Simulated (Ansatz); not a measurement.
C4H8, SMILES `C=C(C)C` (charge 0, multiplicity 1).

Cartesian coordinates (Å):
SMILES: CC(C)=C
```xyz
12

C      1.3065    -0.2223     0.7926
C      0.1821    -0.0310     0.1105
C     -1.0305    -0.8810     0.3198
C      0.0475     1.0483    -0.9160
H      1.3914    -1.0089     1.5344
H      2.1792     0.4011     0.6313
H     -0.8637    -1.6455     1.0794
H     -1.3222    -1.3770    -0.6120
H     -1.8851    -0.2689     0.6269
H     -0.2039     0.6244    -1.8941
H      0.9655     1.6282    -1.0176
H     -0.7668     1.7326    -0.6551
```
Charge 0, spin multiplicity 1.

Frozen-core energies in 6-31g from Ansatz (a program for electronic structure) at a geometry from PBE0-D3(BJ)/def2-TZVP; the HF reference has <S^2> = 0.00 and the T1 diagnostic is 0.008.

```json
[
 {"level": "HF", "energy (Ha)": "-156.05092"},
 {"level": "MP2", "energy (Ha)": "-156.41293"},
 {"level": "CCSD", "energy (Ha)": "-156.46195"}
]
```

Task: Estimate the energies of CCSD(T), CCSDT and CCSDT(Q), and give each level's difference from CCSDT(Q).

Result: 
```json
[
 {"level": "MP2", "energy (Ha)": "-156.41293", "difference from CCSDT(Q) (mHa)": "60.84"},
 {"level": "CCSD", "energy (Ha)": "-156.46195", "difference from CCSDT(Q) (mHa)": "11.83"},
 {"level": "CCSD(T)", "energy (Ha)": "-156.47245", "difference from CCSDT(Q) (mHa)": "1.33"},
 {"level": "CCSDT", "energy (Ha)": "-156.47308", "difference from CCSDT(Q) (mHa)": "0.70"},
 {"level": "CCSDT(Q)", "energy (Ha)": "-156.47378", "difference from CCSDT(Q) (mHa)": "0.00"}
]
```
